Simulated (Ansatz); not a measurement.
Disiloxane, relaxed with RKS PBE0-D4/def2-TZVP in the Gaussian-basis code of Ansatz from a PBE-D4/def2-SVP geometry. The force threshold is 0.005 eV/Å; the program also tests the step.

Charge 0, multiplicity 1.

Start:

```xyz
9

Si    0.656   -0.978   -1.058
O     0.351    0.426   -0.200
Si   -0.605    1.041    1.029
H     1.126   -2.071   -0.136
H     1.727   -0.676   -2.065
H    -0.588   -1.444   -1.767
H    -0.248    2.487    1.208
H    -0.356    0.297    2.315
H    -2.063    0.919    0.674
```

```csv
step,energy (eV),largest force (eV/Å),largest move (Å)
1,-17894.3579,0.609,0.000
2,-17894.4082,0.431,0.034
3,-17894.4225,0.095,0.128
4,-17894.4236,0.039,0.033
5,-17894.4237,0.002,0.006
```

End:

```xyz
9

Si    0.648   -0.973   -1.047
O     0.295    0.358   -0.168
Si   -0.602    1.028    1.022
H     1.132   -2.062   -0.159
H     1.707   -0.618   -2.022
H    -0.561   -1.443   -1.773
H    -0.209    2.451    1.154
H    -0.360    0.322    2.307
H    -2.048    0.938    0.686
```

Hardware: 4 threads of an Arm Neoverse V2 on a shared host. Wall time 6.5 s, peak host memory 0.28 GiB.
